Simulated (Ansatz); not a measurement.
# Structure relaxation of Ca3Si2

These are results of DFT PBE, scalar-relativistic, plane waves, PAW in Ansatz, not measurements. Cutoff 420 eV, Γ-centred k mesh, Gaussian smearing, no spin polarisation in the final step.

Ca3Si2 was placed on the corundum structure type (R-3c, No. 167), with Si in place of Al, Ca in place of O, at a guessed volume.

```
CELL_PARAMETERS angstrom
3.33075 1.92301 6.06247
-3.33075 1.92301 6.06247
0.00000 -3.84602 6.06247
ATOMIC_POSITIONS crystal
Ca 0.05625 0.44375 0.75000
Ca 0.75000 0.05625 0.44375
Ca 0.44375 0.75000 0.05625
Ca 0.94375 0.55625 0.25000
Ca 0.25000 0.94375 0.55625
Ca 0.55625 0.25000 0.94375
Si 0.85218 0.85218 0.85218
Si 0.64782 0.64782 0.64782
Si 0.14782 0.14782 0.14782
Si 0.35218 0.35218 0.35218
```

Cell and atoms relax at zero pressure; the relaxation can't lower the symmetry of the start. After a coarse first stage the cell is made exact in the group found at 0.06 Å.

Energies over the elements count from the elements' standard structures at the same level, with no empirical corrections.

Problem. Which crystal results?

Solution. It keeps R-3c (No. 167), but not the shape of the type it started on. Conventional cell: a = 7.266 Å, c = 19.319 Å. Ca has 4 Si at 3.03–3.05 Å; around Si lie 1 Si at 2.34 Å and 6 Ca at 3.03–3.05 Å.

```xyz
10
Lattice="3.6329 2.0975 6.4395 -3.6329 2.0975 6.4395 0.0000 -4.1949 6.4395" Properties=species:S:1:pos:R:3 pbc="T T T"
Ca   -0.8346   -2.0975    8.0494
Ca    2.2337    0.3260    8.0494
Ca   -1.3992    1.7715    8.0494
Ca    0.8346    2.0975   11.2692
Ca   -2.2337   -0.3260   11.2692
Ca    1.3992   -1.7715   11.2692
Si    0.0000    0.0000   15.6604
Si    0.0000    0.0000   13.3174
Si    0.0000    0.0000    3.6582
Si    0.0000    0.0000    6.0011
```

Problem. What are its volume, energy, density and gap?

Solution. The volume per atom is 29.44 Å³. The density is 1.99 g/cm³. The energy over the elements is -0.26 eV/atom. The gap on the 6×6×6 mesh is 0 eV (a metal).

The final run used a 6×6×6 mesh on its 10-atom cell and 0.10 eV smearing. For metals, differences of a few meV/atom aren't resolved. A structure relaxed within its symmetry needn't be a true minimum. The steps took of the order of 4 core-minutes in all.